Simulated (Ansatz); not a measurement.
`BBC` + SiH₄ → `CB[SiH3]` + BH₃ at 600 K and 1 bar (formal exchange of groups at a B–B bond).

Program: Ansatz. Geometries: PBE0-D4/def2-TZVP. ΔE: electronic, gas phase. CCSD(T)/CBS adds triple-zeta CCSD(T) − MP2 to the extrapolated MP2 energy (def2 sets, frozen cores). This one scheme is used for every species.

| species | CCSD(T)/CBS energy (Eh) | H − E (kJ/mol) | S (J/(mol·K)) |
| --- | --- | --- | --- |
| `BBC` | -91.20122 | 224.9 | 362.1 |
| SiH₄ | -291.46306 | 108.7 | 242.3 |
| `CB[SiH3]` | -356.10570 | 243.9 | 396.6 |
| BH₃ | -26.55200 | 91.5 | 217.3 |

H − E and S are ideal-gas, rigid-rotor, harmonic terms from PBE0-D4/def2-TZVP, for one conformer and one mirror image of each species. 1 Eh = 2625.50 kJ/mol, R = 8.31446 J/(mol·K).

Q: By hand: ΔE, ΔH, ΔS and ΔG.

A: ΔE = (-356.10570) + (-26.55200) − (-91.20122) − (-291.46306) = 0.00658 Eh = 17.3 kJ/mol. Δ(H − E) = 243.9 + 91.5 − 224.9 − 108.7 = 1.8, so ΔH = 19.1 kJ/mol. ΔS = 396.6 + 217.3 − 362.1 − 242.3 = 9.5 J/(mol·K). ΔG = 19.1 − 600 × (9.5)/1000 = 13.4 kJ/mol.

Q: By hand: the equilibrium constant, and the temperature at which ΔG would vanish if ΔH and ΔS stayed fixed.

A: log₁₀ K = −ΔG/(RT ln 10) = -1.2. ΔG = 0 at ΔH/ΔS = 2011 K, though so small a ΔS makes that figure unsure.

The number of gas molecules stays the same, so ΔS is small and ΔH decides. A doubt of 5 kJ/mol in ΔE shifts log₁₀ K by 0.4 here. Other conformers and mirror images would add mixing entropy, several J/(mol·K) or more a flexible species. Modes under 60 cm⁻¹, often nearly free rotors, make the harmonic entropy too high. These are equilibria of isolated gas molecules and say nothing of rates. Largest T1 diagnostic: 0.012 (customary marks: 0.02 for closed shells, 0.045 for open ones).
